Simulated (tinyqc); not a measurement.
CIS and TDHF on RHF in the sto-3g basis, for HF, spin multiplicity 1, step by step. Computed by tinyqc, a small Python program that keeps every step (integrals from PySCF). Settings: charge = 0, multiplicity = 1, basis = sto-3g, method = RHF, energy threshold = 1e-10, iteration cap = 86, orthogonalisation = symmetric, start = core, DIIS depth = 6, TDHF = 1. Command: `OMP_NUM_THREADS=1 python tinyqc.py 21546 21547 out.jsonl` (the two numbers bound the seeds that draw the settings). One thread of a shared host (Intel(R) Xeon(R) Processor @ 2.60GHz), about 0.08 s of CPU time with the checks. The early iterations of the SCF are left out here.

## One-electron integrals

Geometry (angstrom):

| atom | x | y | z |
|---|---|---|---|
| F | 0.000000 | 0.000000 | 0.000000 |
| H | 0.000000 | 0.000000 | 1.043000 |

Basis sto-3g: exponents (1/bohr^2) and contraction coefficients of normalised primitives:

| element | l (shell) | exponent | coefficient |
|---|---|---|---|
| F | s (1) | 166.679130 | 0.154329 |
| F | s (1) | 30.360812 | 0.535328 |
| F | s (1) | 8.216821 | 0.444635 |
| F | s (2) | 6.464803 | -0.099967 |
| F | s (2) | 1.502281 | 0.399513 |
| F | s (2) | 0.488588 | 0.700115 |
| F | p (3) | 6.464803 | 0.155916 |
| F | p (3) | 1.502281 | 0.607684 |
| F | p (3) | 0.488588 | 0.391957 |
| H | s (1) | 3.425251 | 0.154329 |
| H | s (1) | 0.623914 | 0.535328 |
| H | s (1) | 0.168855 | 0.444635 |

Overlap, kinetic and nuclear-attraction integrals over the contracted functions; the nuclear repulsion is the sum of Za Zb / Rab.

nuclear repulsion = 4.56624631 hartree

overlap S, lower triangle:
```
           1F 1s     1F 2s    1F 2px    1F 2py    1F 2pz     2H 1s
1F 1s   1.000000
1F 2s   0.237990  1.000000
1F 2px  0.000000  0.000000  1.000000
1F 2py  0.000000  0.000000  0.000000  1.000000
1F 2pz  0.000000  0.000000  0.000000  0.000000  1.000000
2H 1s   0.036594  0.368937  0.000000  0.000000  0.303814  1.000000
```

kinetic energy T (hartree), lower triangle:
```
            1F 1s     1F 2s    1F 2px    1F 2py    1F 2pz     2H 1s
1F 1s   36.984577
1F 2s   -0.212858  1.037995
1F 2px   0.000000  0.000000  3.248015
1F 2py   0.000000  0.000000  0.000000  3.248015
1F 2pz   0.000000  0.000000  0.000000  0.000000  3.248015
2H 1s   -0.006247  0.071021  0.000000  0.000000  0.185119  0.760032
```

nuclear attraction V (hartree), lower triangle:
```
             1F 1s       1F 2s      1F 2px      1F 2py      1F 2pz      2H 1s
1F 1s   -77.516940
1F 2s    -9.297555  -12.047080
1F 2px    0.000000    0.000000  -11.926069
1F 2py    0.000000    0.000000    0.000000  -11.926069
1F 2pz   -0.011639   -0.142743    0.000000    0.000000  -12.010862
2H 1s    -1.468197   -3.325700    0.000000    0.000000   -2.400931  -5.674358
```

core Hamiltonian H = T + V (hartree), lower triangle:
```
             1F 1s       1F 2s     1F 2px     1F 2py     1F 2pz      2H 1s
1F 1s   -40.532364
1F 2s    -9.510413  -11.009084
1F 2px    0.000000    0.000000  -8.678054
1F 2py    0.000000    0.000000   0.000000  -8.678054
1F 2pz   -0.011639   -0.142743   0.000000   0.000000  -8.762847
2H 1s    -1.474445   -3.254679   0.000000   0.000000  -2.215812  -4.914327
```

## Two-electron integrals

Functions are numbered as in S; the eight-fold symmetry (ij|kl) = (ji|kl) = (kl|ij) leaves the list below.

Two-electron integrals (ij|kl) in chemists' order, unique and non-zero (hartree):
```
(11|11) 5.403501   (21|11) 0.841920   (21|21) 0.156299   (22|11) 1.268028
(22|21) 0.292344   (22|22) 0.926167   (31|31) 0.027998   (32|31) 0.043169
(32|32) 0.204588   (33|11) 1.264502   (33|21) 0.292403   (33|22) 0.925959
(33|33) 0.997514   (41|41) 0.027998   (42|41) 0.043169   (42|42) 0.204588
(43|43) 0.053770   (44|11) 1.264502   (44|21) 0.292403   (44|22) 0.925959
(44|33) 0.889973   (44|44) 0.997514   (51|51) 0.027998   (52|51) 0.043169
(52|52) 0.204588   (53|53) 0.053770   (54|54) 0.053770   (55|11) 1.264502
(55|21) 0.292403   (55|22) 0.925959   (55|33) 0.889973   (55|44) 0.889973
(55|55) 0.997514   (61|11) 0.131280   (61|21) 0.024169   (61|22) 0.044930
(61|33) 0.044861   (61|44) 0.044861   (61|51) 0.000993   (61|52) 0.001862
(61|55) 0.045076   (61|61) 0.003776   (62|11) 0.335416   (62|21) 0.078381
(62|22) 0.277385   (62|33) 0.273308   (62|44) 0.273308   (62|51) 0.005348
(62|52) 0.041874   (62|55) 0.285266   (62|61) 0.012301   (62|62) 0.102610
(63|31) 0.008170   (63|32) 0.048542   (63|53) 0.008798   (63|63) 0.015146
(64|41) 0.008170   (64|42) 0.048542   (64|54) 0.008798   (64|64) 0.015146
(65|11) 0.229516   (65|21) 0.054318   (65|22) 0.205760   (65|33) 0.196984
(65|44) 0.196984   (65|51) 0.011408   (65|52) 0.077964   (65|55) 0.223075
(65|61) 0.008880   (65|62) 0.093353   (65|65) 0.099437   (66|11) 0.493809
(66|21) 0.117287   (66|22) 0.478951   (66|33) 0.462687   (66|44) 0.462687
(66|51) 0.009956   (66|52) 0.110070   (66|55) 0.510940   (66|61) 0.018521
(66|62) 0.228149   (66|65) 0.241253   (66|66) 0.774606
```

## Orthogonalisation

S = U s U^T; symmetric (Loewdin) form X = U s^(-1/2) U^T, so that X^T S X = 1.

eigenvalues of S: 0.497058  0.846181  1.000000  1.000000  1.127741  1.529020

X, lower triangle:
```
            1F 1s      1F 2s    1F 2px    1F 2py     1F 2pz     2H 1s
1F 1s    1.022996
1F 2s   -0.130209   1.086770
1F 2px   0.000000   0.000000  1.000000
1F 2py   0.000000   0.000000  0.000000  1.000000
1F 2pz  -0.005451   0.051977  0.000000  0.000000   1.041818
2H 1s    0.019188  -0.221310  0.000000  0.000000  -0.178729  1.104279
```

## Iteration 6 (converged): orbitals

converged F (hartree), lower triangle:
```
             1F 1s      1F 2s     1F 2px     1F 2py     1F 2pz      2H 1s
1F 1s   -25.901951
1F 2s    -6.623656  -3.030439
1F 2px    0.000000   0.000000  -0.462046
1F 2py    0.000000   0.000000   0.000000  -0.462046
1F 2pz   -0.020241  -0.060895   0.000000   0.000000  -0.291239
2H 1s    -1.036596  -0.920680   0.000000   0.000000  -0.519004  -0.445730
```

Diagonalise F' = X^T F X, C = X C', fill 5 alpha and 5 beta electrons from the bottom; D = 2 C_occ C_occ^T. Each column has its largest component positive (the first on a tie).

F' = X^T F X (hartree), lower triangle:
```
            1          2          3          4          5          6
1  -25.429727
2   -3.405103  -1.777871
3    0.000000   0.000000  -0.462046
4    0.000000   0.000000   0.000000  -0.462046
5   -0.045653   0.083273   0.000000   0.000000  -0.133546
6   -0.117335  -0.458611   0.000000   0.000000  -0.513783  -0.048280
```

orbital energies (hartree): MO1 -25.911502, MO2 -1.439691, MO3 -0.546495, MO4 -0.462046, MO5 -0.462046, MO6 0.508262

coefficients C:
```
              MO1        MO2        MO3       MO4        MO5        MO6
1F 1s    0.994838  -0.253668   0.068919  0.000000   0.000000   0.071226
1F 2s    0.021564   0.967010  -0.358583  0.000000   0.000000  -0.430752
1F 2px   0.000000   0.000000   0.000000  0.219310   0.975655   0.000000
1F 2py   0.000000   0.000000   0.000000  0.975655  -0.219310   0.000000
1F 2pz   0.002122   0.056216   0.691232  0.000000   0.000000  -0.799433
2H 1s   -0.004475   0.132476   0.557785  0.000000   0.000000   0.985916
```

D after iteration 6, lower triangle:
```
            1F 1s      1F 2s    1F 2px    1F 2py    1F 2pz     2H 1s
1F 1s    2.117599
1F 2s   -0.497120   2.128312
1F 2px   0.000000   0.000000  2.000000
1F 2py   0.000000   0.000000  0.000000  2.000000
1F 2pz   0.070978  -0.386913  0.000000  0.000000  0.961933
2H 1s    0.000770  -0.144007  0.000000  0.000000  0.785993  0.657387
```

Within a degenerate level the vectors are fixed only up to a rotation; this is one choice.

## Convergence

Stop when the energy changes by less than 1e-10 hartree and every element of the error matrix X^T (F D S - S D F) X is below 3e-06.

Course of the cycle:

| iteration | E (hartree) | change | largest element of the error matrix |
|---|---|---|---|
| 1 | -97.85470408 | - | 6.35e-01 |
| 2 | -98.55701275 | -7.02e-01 | 9.71e-02 |
| 3 | -98.56439095 | -7.38e-03 | 6.91e-03 |
| 4 | -98.56444316 | -5.22e-05 | 1.50e-03 |
| 5 | -98.56444448 | -1.33e-06 | 9.11e-06 |
| 6 | -98.56444448 | -5.48e-11 | 6.89e-08 |

PySCF RHF in the same basis = -98.56444448 hartree

Converged in 6 iterations.

## Integrals over molecular orbitals

(pq|rs) = sum C_ip C_jq C_kr C_ls (ij|kl), one index at a time.

one-electron integrals over orbitals h = C^T H C (hartree), lower triangle:
```
            1          2          3          4          5          6
1  -40.514539
2    0.711442  -9.133963
3   -0.183816   0.554826  -7.304301
4    0.000000   0.000000   0.000000  -8.678054
5    0.000000   0.000000   0.000000   0.000000  -8.678054
6   -0.194283   1.036640   2.019072   0.000000   0.000000  -6.088657
```

Two-electron integrals over orbitals (pq|rs), unique and non-zero (hartree):
```
(11|11) 5.363316    (21|11) -0.511947   (21|21) 0.077161    (22|11) 1.212835
(22|21) -0.021081   (22|22) 0.860430    (31|11) 0.138399    (31|21) -0.019572
(31|22) 0.010491    (31|31) 0.020639    (32|11) -0.139715   (32|21) 0.007278
(32|22) -0.033527   (32|31) 0.020821    (32|32) 0.151172    (33|11) 0.957471
(33|21) -0.009885   (33|22) 0.733315    (33|31) -0.004019   (33|32) -0.034053
(33|33) 0.730188    (41|41) 0.029575    (42|41) 0.039506    (42|42) 0.184389
(43|41) -0.009781   (43|42) -0.037542   (43|43) 0.042703    (44|11) 1.264014
(44|21) -0.014703   (44|22) 0.884663    (44|31) 0.004042    (44|32) -0.075618
(44|33) 0.725816    (44|44) 0.997514    (51|51) 0.029575    (52|51) 0.039506
(52|52) 0.184389    (53|51) -0.009781   (53|52) -0.037542   (53|53) 0.042703
(54|54) 0.053770    (55|11) 1.264014    (55|21) -0.014703   (55|22) 0.884663
(55|31) 0.004042    (55|32) -0.075618   (55|33) 0.725816    (55|44) 0.889973
(55|55) 0.997514    (61|11) 0.144133    (61|21) -0.023265   (61|22) 0.001496
(61|31) -0.010107   (61|32) -0.024537   (61|33) 0.009633    (61|44) 0.004036
(61|55) 0.004036    (61|61) 0.023387    (62|11) -0.210555   (62|21) 0.004959
(62|22) -0.113938   (62|31) -0.020110   (62|32) -0.058617   (62|33) -0.030028
(62|44) -0.111789   (62|55) -0.111789   (62|61) 0.017131    (62|62) 0.094054
(63|11) -0.382049   (63|21) 0.006563    (63|22) -0.193114   (63|31) 0.001935
(63|32) 0.092390    (63|33) -0.111994   (63|44) -0.215320   (63|55) -0.215320
(63|61) -0.005950   (63|62) 0.050119    (63|63) 0.197808    (64|41) -0.009321
(64|42) -0.037374   (64|43) -0.017902   (64|64) 0.030589    (65|51) -0.009321
(65|52) -0.037374   (65|53) -0.017902   (65|65) 0.030589    (66|11) 0.870625
(66|21) -0.009098   (66|22) 0.666007    (66|31) 0.013718    (66|32) 0.061730
(66|33) 0.665145    (66|44) 0.642448    (66|55) 0.642448    (66|61) -0.008932
(66|62) -0.062801   (66|63) -0.018716   (66|66) 0.702106
```

## CIS matrix, singlets

A(ia,jb) = (e_a - e_i) d_ij d_ab + 2 (ia|jb) - (ij|ab).

CIS matrix A, singlet (hartree), lower triangle:
```
           1>6       2>6       3>6       4>6       5>6
1>6  25.595913
2>6   0.043360  1.470053
3>6  -0.025618  0.038507  0.785228
4>6   0.000000  0.000000  0.000000  0.389038
5>6   0.000000  0.000000  0.000000  0.000000  0.389038
```

## CIS singlet states

dipole integrals <i|r|a> (bohr):
```
             x          y          z
1>6   0.000000   0.000000  -0.043996
2>6   0.000000   0.000000   0.032784
3>6   0.000000   0.000000   1.026293
4>6  -0.004287  -0.019073   0.000000
5>6  -0.019073   0.004287   0.000000
```

Diagonalise A (1 hartree = 27.211386 eV); each vector has its largest component positive (the first on a tie). The transition dipole is mu = sqrt2 sum c_ia <i|r|a>.

singlet excitation energies (eV): 10.586269  10.586269  21.307550  40.058944  696.503106

lowest vectors:
```
       state 1   state 2    state 3    state 4    state 5
1>6   0.000000  0.000000   0.001129  -0.001735   0.999998
2>6   0.000000  0.000000  -0.056033   0.998427   0.001796
3>6   0.000000  0.000000   0.998428   0.056035  -0.001030
4>6  -0.008035  0.999968   0.000000   0.000000   0.000000
5>6   0.999968  0.008035   0.000000   0.000000   0.000000
```

oscillator strengths 2/3 w |mu|^2: 0.000198  0.000198  1.092188  0.016012  0.069092

Within a degenerate level the vectors are fixed only up to a rotation; this is one choice.

## TDHF (RPA) singlet states

B(ia,jb) = 2 (ia|jb) - (ib|ja); the squared energies are the eigenvalues of (A - B)(A + B); 1 hartree = 27.211386 eV.

TDHF matrix B, singlet (hartree), lower triangle:
```
           1>6       2>6       3>6       4>6       5>6
1>6   0.023387
2>6   0.017131  0.094054
3>6  -0.005950  0.050119  0.197808
4>6   0.000000  0.000000  0.000000  0.030589
5>6   0.000000  0.000000  0.000000  0.000000  0.030589
```

squared energies w^2 (hartree^2): 0.150415  0.150415  0.574004  2.153317  655.154906

TDHF energies from the positive w^2 (eV): 10.553494  10.553494  20.616173  39.930493  696.502478

## CIS matrix, triplets

A(ia,jb) = (e_a - e_i) d_ij d_ab - (ij|ab).

CIS matrix A, triplet (hartree), lower triangle:
```
           1>6        2>6       3>6       4>6       5>6
1>6  25.549139
2>6   0.009098   1.281946
3>6  -0.013718  -0.061730  0.389612
4>6   0.000000   0.000000  0.000000  0.327860
5>6   0.000000   0.000000  0.000000  0.000000  0.327860
```

## CIS triplet states

Diagonalise A (1 hartree = 27.211386 eV); each vector has its largest component positive (the first on a tie).

triplet excitation energies (eV): 8.921512  8.921512  10.486038  34.999071  695.227778

lowest vectors:
```
      state 1    state 2   state 3    state 4    state 5
1>6  0.000000   0.000000  0.000519  -0.000413   1.000000
2>6  0.000000   0.000000  0.068682   0.997639   0.000376
3>6  0.000000   0.000000  0.997638  -0.068681  -0.000546
4>6  0.049334   0.998782  0.000000   0.000000   0.000000
5>6  0.998782  -0.049334  0.000000   0.000000   0.000000
```

Within a degenerate level the vectors are fixed only up to a rotation; this is one choice.

## TDHF (RPA) triplet states

B(ia,jb) = - (ib|ja); the squared energies are the eigenvalues of (A - B)(A + B); 1 hartree = 27.211386 eV.

TDHF matrix B, triplet (hartree), lower triangle:
```
           1>6        2>6        3>6        4>6        5>6
1>6  -0.023387
2>6  -0.017131  -0.094054
3>6   0.005950  -0.050119  -0.197808
4>6   0.000000   0.000000   0.000000  -0.030589
5>6   0.000000   0.000000   0.000000   0.000000  -0.030589
```

squared energies w^2 (hartree^2): 0.105852  0.106556  0.106556  1.643912  652.757867

TDHF energies from the positive w^2 (eV): 8.853180  8.882597  8.882597  34.889111  695.227151
